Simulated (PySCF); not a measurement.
Work out the structure from these simulated measurements.

Formula: C5H9F.

| Property | Result |
| --- | --- |
| UV, strongest line | among the 10 lowest singlet transitions: S2 at 7.12 eV (174 nm, f = 0.566) [TDDFT CAM-B3LYP/def2-SVPD] |
| Couplings | largest of the computed one-bond spin–spin couplings (means over like bonds): 19F–13C -309.2, 13C–1H +134.4 (×3), 13C–1H +133.9 (×3), 13C–1H +132.8 (×3), 13C–13C +96.7, 13C–13C +59.5, 13C–13C +49.1, 13C–13C +45.9 Hz [B3LYP/pcJ-1, spin–dipole term left out for some pairs] |
| 1H NMR | chemical shifts (computed TMS as zero) by class: 1.89 (3 H), 1.72 (3 H), 1.64 (3 H) ppm [GIAO HF/pcSseg-2] |
| 13C NMR | chemical shifts (computed TMS as zero) by class: 158.8 (1 C), 118.0 (1 C), 18.0 (1 C), 15.7 (1 C), 14.7 (1 C) ppm [GIAO HF/pcSseg-2] |
| Dipole | 1.69 D [CAM-B3LYP/def2-SVPD] |
| UV, first state | lowest singlet excitation: 6.25 eV (199 nm, f = 0.002) [TDDFT CAM-B3LYP/def2-SVPD] |
| XPS | C1s 290.2, C1s 290.6, C1s 290.8, C1s 291.0, C1s 292.1, F1s 692.4 eV [ΔSCF SCAN, pcX-2 on the ionised atom, pcseg-1 elsewhere, spin-free X2C] |
| Rotational structure | rotational constants A, B, C: 4.669, 3.091, 1.927 GHz [PBE0-D3(BJ)/def2-SVP] |

Gas-phase values; electronic properties from PySCF, density fitting. Levels stand in brackets. Isolated species at its PBE0-D3(BJ)/def2-SVP geometry, gas phase. NMR values are class means; diastereotopic atoms form classes of their own.

Task: Propose a structure and show how it fits.

Result: Numbering: `[CH3:1][C:2]([CH3:3])=[C:4]([CH3:5])[F:6]`. Its formula, C5H9F, gives 1 degree of unsaturation: 0 rings and 1 π bond in the structure found. 5 carbons fall into 5 classes; from least to most shielded: vinylic C–F carbon [C4] (158.8 ppm), fully substituted alkene carbon [C2] (118.0 ppm), allylic carbon [C3] (18.0 ppm), allylic carbon [C1] (15.7 ppm), allylic carbon [C5] (14.7 ppm). Hydrogen classes from least to most shielded: 3 H on an allylic carbon, C5 (1.89 ppm), 3 H on an allylic carbon, C1 (1.72 ppm, a mean of values up to 1.6 ppm apart in this geometry), 3 H on an allylic carbon, C3 (1.64 ppm). The couplings run between: -309.2 Hz, vinyl fluorine [F6] and vinylic C–F carbon [C4]; +134.4 Hz, allylic carbon [C5] and its hydrogen (with 2 like pairs); +133.9 Hz, allylic carbon [C1] and its hydrogen (with 2 like pairs); +132.8 Hz, allylic carbon [C3] and its hydrogen (with 2 like pairs); +96.7 Hz, fully substituted alkene carbon [C2] and vinylic C–F carbon [C4]; +59.5 Hz, vinylic C–F carbon [C4] and allylic carbon [C5]; +49.1 Hz, fully substituted alkene carbon [C2] and allylic carbon [C3]; +45.9 Hz, allylic carbon [C1] and fully substituted alkene carbon [C2]. The core levels belong to: C1s 290.2 eV, fully substituted alkene carbon [C2]; C1s 290.6 eV, allylic carbon [C1]; C1s 290.8 eV, allylic carbon [C3]; C1s 291.0 eV, allylic carbon [C5]; C1s 292.1 eV, vinylic C–F carbon [C4]; F1s 692.4 eV, vinyl fluorine [F6]. By its constants the optimised geometry is an asymmetric top. Structure: `CC(C)=C(C)F`. Computed isomers that give other values at the same levels: `CC(C)=CCF` (13C chemical shifts (computed TMS as zero) by class: 148.9 (1 C), 129.9 (1 C), 73.9 (1 C), 26.4 (1 C), 18.1 (1 C) ppm); `CCC1(F)CC1` (13C chemical shifts (computed TMS as zero) by class: 69.3 (1 C), 30.0 (1 C), 12.1 (1 C), 9.3 (2 C) ppm); `C=C[C@H](C)CF` (13C chemical shifts (computed TMS as zero) by class: 153.5 (1 C), 121.7 (1 C), 82.8 (1 C), 40.4 (1 C), 19.8 (1 C) ppm). The assignments are read from this structure; whether some other isomer fits the data as well wasn't checked.
